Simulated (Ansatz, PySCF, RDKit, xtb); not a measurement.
# Which structure has the formula CH2OS?

Task: start from the formula CH2OS, draw up candidate structures, narrow them down in stages, and characterise the one that lies lowest at 298.15 K.

Plan: many cheap relaxations first (GFN2-xTB), then density-functional screening, relaxation at B3LYP-D3(BJ)/def2-SVP, vibrations and a final energy. The numbers are computed, not measured.

4 further runs of the same task are left out: 4 set aside as unsound or not needed.

### Step 1. Possible bonding patterns

All bonding patterns within simple valence rules are listed by program: one Lewis structure each, at most two rings and one unusual centre or charged pair. O–O, O–halogen and N–halogen bonds and N–N–N chains are not drawn. That gives 11 candidates.

```tsv
label	SMILES	spin
c022	C=[O+][S-]	singlet
c180	[CH]OS	triplet
c231	OC#[SH]	singlet
c547	C#[SH]=O	singlet
c657	C1OS1	singlet
c687	[CH]OS	singlet
c718	C#SO	singlet
c742	C=S=O	singlet
c747	OC=S	singlet
c788	O=CS	singlet
c863	C1=[SH]O1	singlet
```

Candidates are built by distance geometry, with a force field where one applies, in up to four conformers (letters a to d). 10 starts with atoms placed at random are added, to find patterns that the rules miss.

**Question.** With final energies at CCSD(T)/def2-TZVPP, which structure will this search put lowest in free energy, and by what margin?

| quantity | value |
| --- | --- |
| lowest structure found | O=CS, singlet, Cs |
| next finalist | OC=S, singlet, 3.7 kcal/mol higher in G |
| share at equilibrium, among the finalists | 99.8 % |
| harmonic wavenumbers, lowest and highest (B3LYP-D3(BJ)/def2-SVP) | 436 and 2947 cm⁻¹ |
| rotational constants, same geometry | 2.07, 0.2014, 0.1836 cm⁻¹ |
| dipole moment (PBE0/def2-TZVPD) | 1.58 D |
| HOMO energy (PBE0/def2-TZVPD) | -8.07 eV |
| LUMO energy (PBE0/def2-TZVPD) | -1.22 eV |
| HOMO–LUMO gap (PBE0/def2-TZVPD) | 6.84 eV |
| lowest excitation (TD-PBE0/def2-SVPD) | 4.63 eV (f = 0.000) |
| strongest of the states computed, same level | 7.65 eV (f = 0.212) |
| lowest triplet excitation, same level, Tamm-Dancoff | 4.06 eV |
| vertical ionisation energy | 10.41 eV |
| vertical electron affinity | -0.77 eV (unbound: the value depends on the basis) |
| vertical triplet less singlet | +3.94 eV |

`O=CS` comes out lowest. The margin, 3.7 kcal/mol, is modest. GFN2-xTB, HF/STO-3G, r2SCAN-D4/def2-SVP, B3LYP-D3(BJ)/def2-SVP, HF/def2-TZVPP and MP2/def2-TZVPP already put its bonding pattern lowest among the structures in one piece. Lowest found is not proven lowest: the search is finite, and each finalist counts with one conformer.
